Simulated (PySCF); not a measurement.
LiH, SMILES [LiH]. Heavy atoms are numbered as in [LiH:1]. Hydrogens are named by the atom that carries them.

The structure is a stationary point at PBE0-D3(BJ)/def2-TZVPD.

Level of theory: PBE/pcSseg-2 (PySCF).

GIAO shieldings, no solvent; atoms alike by connectivity are averaged. δ = σ(ref) − σ: ¹H against TMS (σ = 31.47 ppm), references at their B3LYP-D3(BJ)/def2-TZVP geometries, non-relativistic.

Computed chemical shifts:
```
nucleus     atoms  count  δ (ppm)
-------  --------  -----  -------
¹H       H on Li1      1     5.26
```
